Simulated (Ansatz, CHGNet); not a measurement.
**Elastic constant C12 of bcc Ta: levels of theory against measurement**

Reference value: 158 GPa (measured, 0 K, extrapolated to 0 K; zero-point effects included; as tabulated in Wang et al. (2022), arXiv:2209.12322).

| level (code) | value (GPa) | cell (Å³/atom) |
|---|---|---|
| CHGNet 0.3.0 (CHGNet) | 195 | 18.36 |
| LDA (Ansatz) | 176 | 17.21 |
| PBE (Ansatz) | ___ | 18.28 |
| PBEsol (Ansatz) | 169 | 17.66 |
| r²SCAN (Ansatz) | ___ | 18.05 |
| HSE06 (Ansatz) | 163 | 18.07 |

Task: Complete the blanks.

Result: 
- PBE (Ansatz, a program for electronic structure), value (GPa): 160
- r²SCAN (Ansatz), value (GPa): 167

Differences against the reference: CHGNet 0.3.0 +23 %, LDA +11.4 %, PBE +1.3 %, PBEsol +7.0 %, r²SCAN +5.7 %, HSE06 +3.2 %.

Nearest, and too close to rank with a margin of 5.0 % (twice that across the reference) picked here for doubts on the reference and the settings, and for temperature and zero-point motion: PBE (+1.3 %), HSE06 (+3.2 %), r²SCAN (+5.7 %). CHGNet 0.3.0 (+23 %) lies farthest from it. Within 20 %: LDA, PBE, PBEsol, r²SCAN, HSE06. The least costly first-principles kind among them: DFT without exact exchange (LDA, PBE, PBEsol, r²SCAN).

The reference has no zero-point or thermal correction, while the calculations are for a static lattice, so the differences are not the levels' errors alone.  Density-functional levels without +SOC have no spin–orbit coupling. LDA, PBE, PBEsol, r²SCAN, HSE06: shear constants of such metals converge slowly with the k mesh. HSE06: hybrids on metals are sensitive to the k mesh. Each level is taken at its own relaxed cell. Cutoffs and k meshes differ between the levels. Ansatz's density-functional and Hartree–Fock values are scalar-relativistic unless marked +SOC, with PAW data made under PBE.

Machine-learned potentials (CHGNet 0.3.0) are trained on DFT data, which may include these solids.

Differences are worked out from the printed values.
